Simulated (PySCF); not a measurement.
A geometry optimisation on `c1cc[pH]c1`.

Method: PBE0-D3(BJ)/def2-SVP geometry optimisation, gas phase (PySCF 2.14.0). Start geometry: GFN2-xTB. The input is one job of a driver script: a line of settings, then coordinates in Å.

Command:
```bash
OMP_NUM_THREADS=1 python probes_run.py task.json out
```

Input:
```
{"job": {"xc": "PBE0", "basis": "def2-SVP", "d3": "d3bj", "grid": 1, "shake": 0.01, "kind": "geom"}, "charge": 0, "multiplicity": 1}
C     -0.348470    -1.081940     0.270420
C      0.968580    -0.619240     0.000020
C      1.035890     0.658600    -0.428740
P     -0.549460     1.370030    -0.685600
C     -1.308960    -0.122260     0.035080
H     -0.581630    -2.044660     0.629880
H      1.834250    -1.261870     0.159050
H      1.981120     1.181400    -0.683160
H     -0.611540     2.149740     0.496560
H     -2.369350    -0.250740     0.185440
```

Output:
```
step   0  E = -496.21263926  max force = 0.039613
step   1  E = -496.21752383  max force = 0.007115
step   2  E = -496.21775394  max force = 0.002659
step   3  E = -496.21776576  max force = 0.003093
step   4  E = -496.21781122  max force = 0.001053
step   5  E = -496.21780348  max force = 0.001502
step   6  E = -496.21782532  max force = 0.000324
optimisation converged
```

Energies in Eh; «max force» is the largest Cartesian gradient component in Eh/bohr.

Problem. How much energy does the optimisation release, in kJ/mol?

Solution. E(step 0) − E(last step) = 0.005186 Eh, which is 13.6 kJ/mol.

Main results: final energy -496.21783 Eh after 6 steps; dipole 0.74 D.

Problem. Give the final coordinates.

Solution. 0.070 Å rms from the input after alignment:
```
atom  x, y, z in Å
C1    -0.3008   -1.0003    0.3973
C2     1.0547   -0.5743    0.0909
C3     1.1617    0.7339   -0.2548
P4    -0.4808    1.4611   -0.4224
C5    -1.2312   -0.0180    0.2877
H6    -0.5357   -2.0282    0.6876
H7     1.9046   -1.2610    0.1362
H8     2.0911    1.2343   -0.5313
H9    -0.5116    2.3582    0.6874
H10   -2.3004   -0.1461    0.4633
```

Problem. How long does this job take on one thread, Arm Neoverse V2 (aarch64), shared host with 96 logical CPUs at a one-minute load of 21? And the peak memory of the process?

Solution. About 18 s, with 0.42 GiB resident at the peak, the Python interpreter and its libraries included.
Labels such as C1 count atoms from 1, the log's own numbers from 0.
